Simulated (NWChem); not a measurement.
Program: NWChem. System: HN, charge 0, spin multiplicity 3, at a geometry optimised with UPBE/def2-SVP. The structure started from a generated list of species. Its SCF solution wasn't tested for a lower state. Level: UHF/def2-TZVPD.

The NWChem input:

```
start mol
memory heap 200 mb stack 900 mb global 1100 mb
geometry units angstroms nocenter noautoz
  N      0.000000     0.000000     0.132558
  H      0.000000     0.000000    -0.927906
  symmetry group C2v
end
basis spherical
  * library def2-tzvpd
end
scf
  uhf
  nopen 2
  maxiter 100
  thresh 1e-7
  semidirect memsize 60000000 filesize 0
  # guess.movecs holds the orbitals of an unrestricted PBE0 run
  vectors input guess.movecs output mol.movecs
end
task scf energy
```

Output (cleaned and shortened):

```
             Northwest Computational Chemistry Package (NWChem) 7.3.0
             --------------------------------------------------------

                                NWChem Input Module
                                -------------------

 Scaling coordinates for geometry "geometry" by  1.889725989
 (inverse scale =  0.529177249)

 Turning off AUTOSYM since
 SYMMETRY directive was detected!

                             Geometry "geometry" -> ""
                             -------------------------

 Output coordinates in angstroms (scale by  1.889725989 to convert to a.u.)

  No.       Tag          Charge          X              Y              Z
 ---- ---------------- ---------- -------------- -------------- --------------
    1 N                    7.0000     0.00000000     0.00000000     0.13255800
    2 H                    1.0000     0.00000000     0.00000000    -0.92790600

 Effective nuclear repulsion energy (a.u.)       3.4930377108

            Nuclear Dipole moment (a.u.)
            ----------------------------
        X                 Y               Z
 ---------------- ---------------- ----------------
     0.0000000000     0.0000000000    -0.0000000000

      Symmetry information
      --------------------

 Group name             C2v
 Group number             16
 Group order               4
 No. of unique centers     2

      Symmetry unique atoms

     1    2


 Summary of "ao basis" -> "" (spherical)
 ------------------------------------------------------------------------------
       Tag                 Description            Shells   Functions and Types
 ---------------- ------------------------------  ------  ---------------------
 *                         def2-tzvpd                 on all atoms

 Summary of "ao basis" -> "ao basis" (spherical)
 ------------------------------------------------------------------------------
       Tag                 Description            Shells   Functions and Types
 ---------------- ------------------------------  ------  ---------------------
 N                         def2-tzvpd               13       37   6s3p3d1f
 H                         def2-tzvpd                5        9   3s2p

                                 NWChem SCF Module
                                 -----------------

  ao basis        = "ao basis"
  functions       =    46
  atoms           =     2
  alpha electrons =     5
  beta  electrons =     3
  charge          =   0.00
  wavefunction    = UHF
  use symmetry    = T
  symmetry adapt  = T

 Summary of "ao basis" -> "ao basis" (spherical)
 ------------------------------------------------------------------------------
       Tag                 Description            Shells   Functions and Types
 ---------------- ------------------------------  ------  ---------------------
 N                         def2-tzvpd               13       37   6s3p3d1f
 H                         def2-tzvpd                5        9   3s2p

      Symmetry analysis of basis
      --------------------------

        a1         22
        a2          4
        b1         10
        b2         10

 Forming initial guess at       0.0s

   Symmetry analysis of molecular orbitals - initial alpha
   -------------------------------------------------------

  Numbering of irreducible representations:

     1 a1          2 a2          3 b1          4 b2

  Orbital symmetries:

     1 a1          2 a1          3 a1          4 b2          5 b1
     6 a1          7 a1          8 b1          9 b2         10 a1
    11 a1         12 a1         13 a2         14 b1         15 b2

   Symmetry analysis of molecular orbitals - initial beta
   ------------------------------------------------------

  Numbering of irreducible representations:

     1 a1          2 a2          3 b1          4 b2

  Orbital symmetries:

     1 a1          2 a1          3 a1          4 b1          5 b2
     6 a1          7 a1          8 b2          9 b1         10 a1
    11 a1         12 a1         13 a2         14 b1         15 b2

 Starting SCF solution at       0.0s

 ----------------------------------------------
         Quadratically convergent UHF

 Convergence threshold     :          1.000E-07
 Maximum no. of iterations :          100
 Integral*density screening:          1.000E-09
 ----------------------------------------------

              iter       energy          gnorm     gmax       time
             ----- ------------------- --------- --------- --------
                 1      -54.9784750130  2.83D-01  9.96D-02      0.1
                 2      -54.9823995691  1.35D-02  5.20D-03      0.1
                 3      -54.9824618888  1.70D-04  4.26D-05      0.1
                 4      -54.9824618955  9.74D-09  2.63D-09      0.2

       Final UHF  results
       ------------------

         Total SCF energy =    -54.982461895470
      One electron energy =    -81.467875580946
      Two electron energy =     22.992375974627
 Nuclear repulsion energy =      3.493037710849

                       Sz =      1.0000
                 Sz(Sz+1) =      2.0000
                      S^2 =      2.0176

        Time for solution =      0.1s

       Symmetry analysis of molecular orbitals - alpha
       -----------------------------------------------

  Numbering of irreducible representations:

     1 a1          2 a2          3 b1          4 b2

  Orbital symmetries:

     1 a1          2 a1          3 a1          4 b2          5 b1
     6 a1          7 a1          8 b2          9 b1         10 a1
    11 a2         12 a1         13 a1         14 b1         15 b2

       Symmetry analysis of molecular orbitals - beta
       ----------------------------------------------

  Numbering of irreducible representations:

     1 a1          2 a2          3 b1          4 b2

  Orbital symmetries:

     1 a1          2 a1          3 a1          4 b1          5 b2
     6 a1          7 a1          8 b1          9 b2         10 a1
    11 a1         12 a2         13 a1         14 b1         15 b2

          Final alpha eigenvalues
          -----------------------

              1
    1  -15.6421
    2   -1.1675
    3   -0.5818
    4   -0.5472
    5   -0.5472
    6    0.0964
    7    0.1898
    8    0.2118
    9    0.2118
   10    0.3015
   11    0.3957
   12    0.3957
   13    0.3961
   14    0.4157
   15    0.4157

          Final beta eigenvalues
          ----------------------

              1
    1  -15.5799
    2   -0.9124
    3   -0.5050
    4    0.0996
    5    0.0996
    6    0.1065
    7    0.1971
    8    0.2686
    9    0.2686
   10    0.3107
   11    0.4151
   12    0.4191
   13    0.4191
   14    0.4438
   15    0.4438

                    UHF Final Alpha Molecular Orbital Analysis
                    ------------------------------------------

 Vector    3  Occ=1.000000D+00  E=-5.818204D-01  Symmetry=a1
              MO Center= -4.9D-16, -1.2D-15,  2.2D-02, r^2= 9.2D-01
   Bfn.  Coefficient  Atom+Function         Bfn.  Coefficient  Atom+Function
  ----- ------------  ---------------      ----- ------------  ---------------
     9      0.370402  1 N  pz                12      0.336759  1 N  pz
    39     -0.207690  2 H  s                  4      0.200691  1 N  s
    15      0.174239  1 N  pz

 Vector    4  Occ=1.000000D+00  E=-5.471867D-01  Symmetry=b2
              MO Center=  3.6D-16,  1.3D-15,  9.7D-02, r^2= 7.4D-01
   Bfn.  Coefficient  Atom+Function         Bfn.  Coefficient  Atom+Function
  ----- ------------  ---------------      ----- ------------  ---------------
     8      0.474227  1 N  py                11      0.453828  1 N  py
    14      0.251523  1 N  py

 Vector    5  Occ=1.000000D+00  E=-5.471867D-01  Symmetry=b1
              MO Center=  9.1D-16,  1.1D-16,  9.7D-02, r^2= 7.4D-01
   Bfn.  Coefficient  Atom+Function         Bfn.  Coefficient  Atom+Function
  ----- ------------  ---------------      ----- ------------  ---------------
     7      0.474227  1 N  px                10      0.453828  1 N  px
    13      0.251523  1 N  px

 Vector    6  Occ=0.000000D+00  E= 9.636743D-02  Symmetry=a1
              MO Center=  3.6D-17, -1.3D-17, -6.0D-01, r^2= 6.3D+00
   Bfn.  Coefficient  Atom+Function         Bfn.  Coefficient  Atom+Function
  ----- ------------  ---------------      ----- ------------  ---------------
     6      2.728503  1 N  s                 40     -2.122002  2 H  s
    46     -1.267000  2 H  pz                15     -0.700396  1 N  pz
     5      0.322114  1 N  s

 Vector    7  Occ=0.000000D+00  E= 1.898314D-01  Symmetry=a1
              MO Center= -1.6D-17, -1.3D-17, -5.1D-01, r^2= 6.3D+00
   Bfn.  Coefficient  Atom+Function         Bfn.  Coefficient  Atom+Function
  ----- ------------  ---------------      ----- ------------  ---------------
     6      2.375032  1 N  s                  5     -1.770165  1 N  s
    40     -1.355814  2 H  s                 46      0.894328  2 H  pz
    15     -0.612416  1 N  pz                 4      0.260598  1 N  s
    28      0.246537  1 N  d  0               9     -0.159534  1 N  pz

 Vector    8  Occ=0.000000D+00  E= 2.117900D-01  Symmetry=b2
              MO Center=  1.6D-32,  3.9D-16, -1.3D+00, r^2= 4.5D+00
   Bfn.  Coefficient  Atom+Function         Bfn.  Coefficient  Atom+Function
  ----- ------------  ---------------      ----- ------------  ---------------
    45      1.735480  2 H  py                14     -0.864502  1 N  py
    27      0.423922  1 N  d -1

                     UHF Final Beta Molecular Orbital Analysis
                     -----------------------------------------

 Vector    2  Occ=1.000000D+00  E=-9.123828D-01  Symmetry=a1
              MO Center=  1.5D-16,  2.6D-17, -2.4D-01, r^2= 6.4D-01
   Bfn.  Coefficient  Atom+Function         Bfn.  Coefficient  Atom+Function
  ----- ------------  ---------------      ----- ------------  ---------------
     4      0.412491  1 N  s                  3      0.308634  1 N  s
     2     -0.207832  1 N  s                 39      0.185185  2 H  s

 Vector    3  Occ=1.000000D+00  E=-5.050084D-01  Symmetry=a1
              MO Center=  5.1D-17,  6.4D-16,  1.7D-01, r^2= 1.0D+00
   Bfn.  Coefficient  Atom+Function         Bfn.  Coefficient  Atom+Function
  ----- ------------  ---------------      ----- ------------  ---------------
     9      0.329917  1 N  pz                12      0.289612  1 N  pz
     4      0.265944  1 N  s                 39     -0.250002  2 H  s
     5      0.228274  1 N  s                  3      0.167076  1 N  s
    15      0.158933  1 N  pz                40     -0.151434  2 H  s

 Vector    4  Occ=0.000000D+00  E= 9.958932D-02  Symmetry=b1
              MO Center=  6.3D-16, -3.0D-30, -2.1D-01, r^2= 2.7D+00
   Bfn.  Coefficient  Atom+Function         Bfn.  Coefficient  Atom+Function
  ----- ------------  ---------------      ----- ------------  ---------------
    44      0.708080  2 H  px                 7      0.243401  1 N  px
    10      0.238460  1 N  px                29     -0.200137  1 N  d  1

 Vector    5  Occ=0.000000D+00  E= 9.958932D-02  Symmetry=b2
              MO Center= -3.8D-31, -6.6D-16, -2.1D-01, r^2= 2.7D+00
   Bfn.  Coefficient  Atom+Function         Bfn.  Coefficient  Atom+Function
  ----- ------------  ---------------      ----- ------------  ---------------
    45      0.708080  2 H  py                 8      0.243401  1 N  py
    11      0.238460  1 N  py                27      0.200137  1 N  d -1

 Vector    6  Occ=0.000000D+00  E= 1.064803D-01  Symmetry=a1
              MO Center= -6.9D-15, -2.7D-15, -6.2D-01, r^2= 6.6D+00
   Bfn.  Coefficient  Atom+Function         Bfn.  Coefficient  Atom+Function
  ----- ------------  ---------------      ----- ------------  ---------------
     6      2.891860  1 N  s                 40     -2.422390  2 H  s
    46     -1.408010  2 H  pz                15     -0.788163  1 N  pz
     5      0.438078  1 N  s

 center of mass
 --------------
 x =   0.00000000 y =   0.00000000 z =   0.11595152

 moments of inertia (a.u.)
 ------------------
           3.775646545282           0.000000000000           0.000000000000
           0.000000000000           3.775646545282           0.000000000000
           0.000000000000           0.000000000000           0.000000000000

  Mulliken analysis of the total density
  --------------------------------------

    Atom       Charge   Shell Charges
 -----------   ------   -------------------------------------------------------
    1 N    7     7.20   0.82  1.15  0.62  0.97  0.30  0.01  1.28  1.43  0.60  0.00  0.02  0.00  0.00
    2 H    1     0.80   0.25  0.42  0.09  0.03  0.01

  Mulliken analysis of the alpha density
  --------------------------------------

    Atom       Charge   Shell Charges
 -----------   ------   -------------------------------------------------------
    1 N    7     4.66   0.41  0.58  0.33  0.51  0.12 -0.00  1.05  1.16  0.48  0.00  0.01  0.00  0.00
    2 H    1     0.34   0.11  0.17  0.03  0.02  0.01

   Mulliken analysis of the beta density
   -------------------------------------

    Atom       Charge   Shell Charges
 -----------   ------   -------------------------------------------------------
    1 N    7     2.54   0.41  0.58  0.28  0.46  0.18  0.01  0.23  0.27  0.12  0.00  0.01 -0.00  0.00
    2 H    1     0.46   0.14  0.25  0.05  0.01  0.00

   Mulliken analysis of the spin density
   -------------------------------------

    Atom       Charge   Shell Charges
 -----------   ------   -------------------------------------------------------
    1 N    7     2.11   0.00 -0.00  0.05  0.05 -0.06 -0.01  0.82  0.89  0.36 -0.00  0.00  0.00 -0.00
    2 H    1    -0.11  -0.03 -0.08 -0.02  0.01  0.01

       Multipole analysis of the density wrt the origin
       ------------------------------------------------

     L   x y z        total         alpha         beta         nuclear
     -   - - -        -----         -----         ----         -------
     0   0 0 0     -0.000000     -5.000000     -3.000000      8.000000

     1   1 0 0     -0.000000     -0.000000     -0.000000      0.000000
     1   0 1 0     -0.000000      0.000000     -0.000000      0.000000
     1   0 0 1     -0.635479     -0.528173     -0.107306     -0.000000

     2   2 0 0     -4.669920     -3.353792     -1.316128      0.000000
     2   1 1 0      0.000000      0.000000      0.000000      0.000000
     2   1 0 1      0.000000      0.000000      0.000000      0.000000
     2   0 2 0     -4.669920     -3.353792     -1.316128      0.000000
     2   0 1 1     -0.000000     -0.000000     -0.000000      0.000000
     2   0 0 2     -4.361287     -4.196729     -3.678524      3.513966

 Task  times  cpu:        0.2s     wall:        0.2s

 Total times  cpu:        0.2s     wall:        0.2s
```
